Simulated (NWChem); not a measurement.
Spin states of oxygen (O2)

```xyz
2

O      0.0000     0.0000     0.6000
O      0.0000     0.0000    -0.6000
```
Charge 0, spin multiplicity 3.

The numbers come from NWChem runs, not from measurements. Structure: optimised with UB3LYP/def2-SVP, a minimum by its harmonic frequencies.

Basis set: def2-TZVP. The gap is E(triplet) − E(singlet) at the geometry of the triplet, so a negative value puts the higher spin lower. Open shells are unrestricted, coupled cluster uses restricted open-shell references, and the singlet is the closed-shell solution. Where the lowest singlet needs several determinants, the single determinant used here isn't a pure state and places it wrongly.

```tsv
method	vertical singlet-triplet gap (kcal/mol)	relative cost	difference from CCSD(T)
B3LYP	-38.7	1	-8.1
HF	-54.0	under 3	-23.4
MP2	-30.6	under 3	0.0
B2PLYP	-36.3	under 3	-5.7
CAM-B3LYP	-39.2	6	-8.6
CCSD(T)	-30.6	30	0.0
CR-CCSD(T)	-31.1	40	-0.6
```

The values span 23.4 kcal/mol, from HF (lowest) to CCSD(T) (highest). Costs are rough ratios of processor time within this set of runs, SCF included, with B3LYP as 1.

The correlated methods keep 2 core orbitals frozen. B3LYP has NWChem's definition, with VWN1-RPA local correlation. GW and range-separated runs recompute their integrals, the others keep them in memory, which bears on the times. The unpaired electrons of the parent sit in orbitals of symmetry b2g and b3g (D2h labels of the run); other states weren't searched. No SCF solution was tested for a lower state. Open-shell Hartree-Fock references start from PBE0 orbitals; any time given for them includes that run. No row is a measurement; the coupled-cluster row has its own basis-set and correlation limits.
